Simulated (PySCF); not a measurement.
## Electron affinity of S by level of theory

S⁻ [Ne] 3s2 3p5 (2P) → S [Ne] 3s2 3p4 (3P), as a difference of total energies. All numbers are calculated (PySCF 2.14, no relativity, point nucleus, in aug-cc-pV(T+d)Z with one added diffuse shell each of s, p, d, f type (7s6p5d3f, 71 functions)). Correlated levels: valence: [Ne] frozen. The calculations carry no spin-orbit coupling.

Question: Order these methods by the electron affinity they give, lowest first.
A. PBE0
B. SCS-MP2 (valence)
C. LDA
D. wB97M-V

Answer: B (1.937 eV), A (2.071 eV), D (2.126 eV), C (2.403 eV).

Errors of the correlated levels include the incompleteness of this basis and the frozen core.

In the anion the highest occupied orbital energy is positive at LDA, PBE, PBE0, r2SCAN, BLYP, M06-L, HSE06, a self-interaction effect; the basis confines that electron, and the energy difference can still be sensible.

For comparison: 2.077 eV (measured; photodetachment measurements, as compiled on the Wikipedia data page of electron affinities).
